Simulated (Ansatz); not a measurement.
**Scan of [CH3···H···Br], doublet**

Starting geometry:

```json
{"atom": "C", "x (Å)": "-2.8049", "y (Å)": "0.0000", "z (Å)": "0.0000"}
{"atom": "H", "x (Å)": "-3.1681", "y (Å)": "1.0273", "z (Å)": "0.0000"}
{"atom": "H", "x (Å)": "-3.1681", "y (Å)": "-0.5137", "z (Å)": "0.8897"}
{"atom": "H", "x (Å)": "-3.1681", "y (Å)": "-0.5137", "z (Å)": "-0.8897"}
{"atom": "H", "x (Å)": "-1.7152", "y (Å)": "0.0000", "z (Å)": "0.0000"}
{"atom": "Br", "x (Å)": "0.5631", "y (Å)": "0.0000", "z (Å)": "0.0000"}
```

From there H5 is moved from one fragment to the other while all else, the fragments' distance too, stays fixed, so the hump isn't the reaction's barrier; atoms are numbered as listed. Energies are in eV, counted from the starting geometry at the same level. Kohn–Sham curves are unrestricted where that lies lower.

Basis cc-pVDZ; Ansatz 0.2.0. Only valence electrons are correlated (noble-gas cores and the filled d shells of p-block atoms frozen). Prefix R: restricted or restricted open-shell reference; prefix U: unrestricted. No spin–orbit coupling is included, and no scalar relativity.

In so small a basis the reference is far from its limit while semilocal and hybrid functionals are nearer theirs (RPA and double hybrids share much of the reference's basis error), so the functionals' errors here hold much of the reference's basis and frozen-core error, which can add to them or hide them.

Full CI isn't at hand for all of this; UCCSDT(Q) serves as the reference, and is uncertain by about the last step of the cluster series.

| distance C1-H5 (Å) | UCCSDT(Q) | PBE | r2SCAN | PBE0 | B3LYP | wB97M-V | B2PLYP | RPA-PBE |
| --- | --- | --- | --- | --- | --- | --- | --- | --- |
| 1.090 | 0.000 | 0.000 | 0.000 | 0.000 | 0.000 | 0.000 | 0.000 | 0.000 |
| 1.197 | 0.132 | 0.033 | 0.073 | 0.089 | 0.082 | 0.123 | 0.116 | 0.145 |
| 1.410 | 0.833 | 0.497 | 0.587 | 0.656 | 0.638 | 0.788 | 0.756 | 0.853 |
| 1.624 | 1.244 | 0.825 | 0.880 | 0.997 | 0.999 | 1.197 | 1.141 | 1.326 |
| 1.838 | 1.082 | 0.841 | 0.794 | 0.916 | 0.959 | 1.075 | 1.026 | 1.251 |

Problem. Judged by the spread of the error over the points with a reference (largest less smallest), which of these follows UCCSDT(Q) best and which worst?

Solution. Subtracting the UCCSDT(Q) column from each: best wB97M-V (errors from -0.046 to 0.000, spread 0.046 eV), worst PBE (from -0.419 to 0.000, spread 0.419 eV). Functionals and wave-function methods converge differently with the basis, so part of this is basis effect.
